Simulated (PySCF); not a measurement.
## C: ionisation energy

C [He] 2s2 2p2 (3P) → C+ [He] 2s2 2p1 (2P), as a difference of total energies. All numbers are calculated (PySCF 2.14, the non-relativistic Hamiltonian (point nucleus), in aug-cc-pVQZ with one added diffuse shell each of s, p, d, f, g type (7s6p5d4f3g, 105 functions)). Correlated levels: valence: 1s2 frozen. The calculations carry no spin-orbit coupling.

| method | ionisation energy (eV) | error (eV) |
| --- | --- | --- |
| UHF | 10.799 | -0.463 |
| LDA | 11.690 | +0.428 |
| PBE | 11.541 | +0.279 |
| PBE0 | 11.514 | +0.252 |
| r2SCAN | 11.667 | +0.405 |
| r2SCANh | 11.643 | +0.381 |
| PW91 | 11.612 | +0.350 |
| CAM-B3LYP | 11.562 | +0.300 |
| B2PLYP | 11.349 | +0.087 |
| MP2 (valence) | 11.284 | +0.022 |
| SCS-MP2 (valence) | 11.150 | -0.112 |

Reference: 11.262 eV (measured; NIST levels, between the centres of gravity of the two terms).

Errors of the correlated levels include the incompleteness of this basis and the frozen core.
